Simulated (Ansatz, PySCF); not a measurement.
This Ansatz (a first-principles code) input computes a PBE0/def2-TZVPD energy:

Ansatz 0.2 input:
```yaml
crystal:
  periodic: [false, false, false]
  atoms:
    - {symbol: N, position_ang: [-0.00000000, -0.00000000, -0.67156643]}
    - {symbol: O, position_ang: [0.00000000, 0.00000000, 0.58762062]}
basis:
  gaussian:
    orbitals: def2-TZVPD
hamiltonian:
  xc: {name: PBE0}
total_charge: -1
output: {forces: true}
```

Question: Write an input for the same energy in PySCF and say what it gives.

Answer: 
```python
from pyscf import gto, scf, dft

mol = gto.M(
    atom='''
    N    -0.00000000   -0.00000000   -0.67156643
    O     0.00000000    0.00000000    0.58762062
    ''',
    basis='def2-tzvpd',
    charge=-1,
    spin=0,
    verbose=4,
)

mf = dft.RKS(mol, xc='pbe0').density_fit(auxbasis='def2-universal-jkfit')
mf.grids.level = 3
mf.conv_tol = 1e-9
mf.max_cycle = 100
mf.max_memory = 1500
mf.kernel()
if not mf.converged:
    mf = mf.newton()
    mf.kernel(mf.make_rdm1())
mf.analyze()
```
It gives -129.75374 Eh, and Ansatz -129.75360 Eh, a difference of 0.14 mEh, from the treatment of integrals and grids.
